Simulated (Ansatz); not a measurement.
C3H5NO, SMILES `C1=NCOC1`. Charge 0, multiplicity 1.

Z-matrix (Å, degrees):
```
C
N 1 1.439
O 1 1.423 2 108.5
H 1 1.097 2 109.9 3 -120.3
H 1 1.097 2 109.8 3 120.3
C 2 1.263 1 107.2 3 -0.2
C 3 1.407 1 107.9 2 0.3
H 6 1.087 2 122.1 1 -180.0
H 7 1.099 3 111.2 1 -120.3
H 7 1.099 3 111.2 1 119.7
```

Problem. List the harmonic frequencies (cm⁻¹, unscaled) at PBE0-D4/def2-TZVP in Ansatz. (An estimate is asked.)

Solution. Ansatz gave: 104, 440, 785, 827, 859, 943, 955, 1036, 1062, 1101, 1128, 1189, 1230, 1314, 1355, 1393, 1501, 1515, 1736, 3004, 3027, 3029, 3059, 3181.

Problem. Is this a minimum?

Solution. Yes, all 24 modes are real.

Problem. Give the ideal-gas thermochemistry at 298.15 K and 1 bar (rigid rotor, harmonic oscillator; point group Cs, symmetry number 1).

Solution. Zero-point energy 214.0 kJ/mol; H(298) − E = 227.8 kJ/mol; entropy 287.1 J/(mol·K), of which translation 162.0, rotation 102.2, vibration 22.8; G(298) − E = 142.2 kJ/mol.

Problem. And at 400, 500, 600, 800 and 1000 K?

Solution. 
```
T (K)  H − E (kJ/mol)  S (J/mol/K)  G − E (kJ/mol)
  400           235.8        310.1           111.8
  500           245.9        332.4            79.7
  600           257.8        354.1            45.3
  800           286.0        394.5           -29.6
 1000           318.6        430.8          -112.2
```
